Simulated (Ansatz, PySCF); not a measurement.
Process, species as SMILES: [OH] (HO) → [OH+] (triplet) + e-
Structures are relaxed separately at B3LYP-D3(BJ)/def2-TZVP in Ansatz (a program for electronic structure).
Geometry of the first species:
SMILES: [OH]
```xyz
2

O      0.0000     0.0000    -0.1085
H      0.0000     0.0000     0.8682
```
Charge 0, spin multiplicity 2.

Property: adiabatic ionisation energy (0 K, with B3LYP-D3(BJ) harmonic zero-point energies from PySCF), in eV. Cores are frozen in the correlated levels unless marked. UHF or UKS for open shells. No spin-orbit coupling. Non-relativistic. FCI takes restricted orbitals. Basis-set limits of correlation are two-point, X^-3; Hartree-Fock from the larger set (for Q and 5 zeta extrapolated as (X+1)exp(-9√X)).

```csv
level,program,adiabatic ionisation energy (eV)
PBE-D4/def2-TZVPD,Ansatz + dftd4,13.13
BLYP-D3(BJ)/def2-TZVPD,Ansatz + dftd3,13.15
BLYP-D4/def2-TZVPD,Ansatz + dftd4,13.15
revPBE-D4/def2-TZVPD,Ansatz + dftd4,13.05
B3LYP/def2-TZVPD,Ansatz,13.20
PBE0/def2-TZVP,Ansatz,12.92
r2SCAN0-D4/def2-TZVPD,Ansatz + dftd4,12.87
r2SCAN0/def2-TZVPD,Ansatz,12.87
HSE06-D3(BJ)/def2-TZVPD,Ansatz + dftd3,12.96
CCSD/STO-3G,Ansatz,8.70
CCSD/def2-TZVPP,Ansatz,12.70
CCSD/def2-TZVPPD,Ansatz,12.75
"CCSD/CBS(cc-pVTZ,cc-pVQZ)",Ansatz,12.91
"CCSD/CBS(cc-pVQZ,cc-pV5Z)",Ansatz,12.93
CCSD(T)/aug-cc-pVDZ,Ansatz,12.64
CCSD(T)/cc-pVDZ,Ansatz,12.17
CCSD(T)/def2-TZVPPD,Ansatz,12.81
FCI/STO-3G,Ansatz,8.70
"CCSD(T)/CBS(cc-pVTZ,cc-pVQZ)",Ansatz,12.99
"CCSD(T)/CBS(def2-TZVPPD,def2-QZVPPD)",Ansatz,12.99
"CCSD(T)/CBS(cc-pVQZ,cc-pV5Z)",Ansatz,13.01
```
